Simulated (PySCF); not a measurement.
OS, SMILES O=S (connectivity only; charge and spin as stated), neutral, multiplicity 3. Atoms are numbered in the order given.

```xyz
2

O      0.0000     0.0000    -0.9927
S      0.0000     0.0000     0.4964
```
Charge 0, spin multiplicity 3.

Coordinates come from a B3LYP-D3(BJ)/def2-TZVPD optimisation.

Two levels are set side by side: PBE/pcH-1 (PySCF) and PBE0/pcH-1 (PySCF). Contact hyperfine couplings, same geometry. Differences are taken from unrounded values.

| quantity | PBE0 | PBE | PBE minus PBE0 |
|---|---|---|---|
| A(iso) of 17O, atom O1 (MHz) | -30.4 | -14.3 | 16.0 |
| A(iso) of 33S, atom S2 (MHz) | 1.6 | -7.5 | -9.2 |

Rough cost on one machine, each run with all the roots and properties that it gave: PBE0 against PBE within a factor of 2.
